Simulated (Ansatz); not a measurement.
# CHAl (singlet): from Hartree-Fock to the top rungs at scale of all distances = 0.873, 6-31G

How much of the correlation energy of CHAl (singlet) does each wave-function method recover here?

Method: 6-31G, core rule «outside noble gas», up to 6 orbitals frozen; program: Ansatz 0.2.0, Gaussian basis.

To be run: UHF; CCSD(T) on RHF; CCSD(T) on UHF; BCCD(T) on RHF; CISD; CCSDT(Q) on RHF; CCSDT(Q) on UHF; CISDTQ; CCSDTQ on RHF; CCSDTQ on UHF; CASSCF and MRCISD+Q, 2 electrons in 2 orbitals; CASSCF and NEVPT2, 2 electrons in 2 orbitals; CASSCF and MRCISD+Q, 8 electrons in 9 orbitals; CASSCF and NEVPT2, 8 electrons in 9 orbitals; Full CI.

15 further runs of the same task are left out: 1 for a known fault of the program, 11 that didn't finish, 3 set aside as unsound or not needed.

**1. The geometry**

The geometry derives from a PBE0/def2-TZVP stationary point (not a proven minimum). All distances are scaled together.

3 atoms, charge 0, spin multiplicity 1.

Atoms are counted from 1 here; the program's logs count them from 0.

Bond lengths: Al1–C2 1.615 Å, C2–H3 0.957 Å. Angles: Al1–C2–H3 134.6°.

**2. UHF**

File in.yaml:

```yaml
crystal:
  periodic: [false, false, false]
  atoms:
    - {symbol: Al, position_ang: [0.000000, 0.029404, 0.542175]}
    - {symbol: C, position_ang: [0.000000, -0.109045, -1.067355]}
    - {symbol: H, position_ang: [0.000000, 0.512266, -1.794783]}
basis:
  gaussian: {orbitals: 6-31G}
magnetization: {spin_polarized: true, initial_magnetization: 0}
hamiltonian: {xc: hf}
output: {orbitals: {seedname: orbitals}}
```

Launch:

```sh
$ ansatz run in.yaml --threads 1 --pin off --events-out ev --progress --plain --max-ram 2393MiB
```

After this run come: CCSD(T) on RHF; CCSD(T) on UHF; BCCD(T) on RHF; CISD; CCSDT(Q) on RHF; CCSDT(Q) on UHF; CISDTQ; CCSDTQ on RHF; CCSDTQ on UHF; CASSCF and MRCISD+Q, 2 electrons in 2 orbitals; CASSCF and NEVPT2, 2 electrons in 2 orbitals; CASSCF and MRCISD+Q, 8 electrons in 9 orbitals; CASSCF and NEVPT2, 8 electrons in 9 orbitals; Full CI.

Q: Predict the results of all the runs planned. Wanted: FCI below the RHF energy; RMP2 from FCI; RCCSD from FCI; RCCSD(T) from FCI; RCCSDT(Q) from FCI; NEVPT2 pair from FCI; MRCISD+Q pair from FCI; NEVPT2 valence from FCI; T1 diagnostic.

As calculated:

```
                         quantity                                                                  value
         FCI below the RHF energy                                                             -4.4474 eV
                    RMP2 from FCI                                                            +1599.7 meV
                   RCCSD from FCI                                                             +359.1 meV
                RCCSD(T) from FCI                                                              -19.9 meV
               RCCSDT(Q) from FCI                                                              -25.5 meV
             NEVPT2 pair from FCI                                                             +696.4 meV
           MRCISD+Q pair from FCI                                                              +37.1 meV
          NEVPT2 valence from FCI                                                             +273.3 meV
levels within 1 kcal/mol (43 meV)  RCCSD(T), RCCSDT, RCCSDT(Q), RCCSDTQ, MRCISD+Q pair, MRCISD+Q valence
                    T1 diagnostic                                                                  0.143
   effectively unpaired electrons                                                                   0.84
```

RCCSD(T) lands -19.9 meV from the yardstick (0.4 % of the correlation energy). RCCSD(T), RCCSDT(Q) fall below full CI, which methods that aren't variational can do. The occupations show strong static correlation (0.8 unpaired electrons where one determinant has 0). Coupled cluster on one determinant still stays close here. Of the multireference levels listed MRCISD+Q valence comes nearest in total energy (+31.5 meV), which doesn't show that its space is the better one. Coupled cluster took another determinant than the lowest Hartree-Fock one. These misses are within one basis, not against nature.
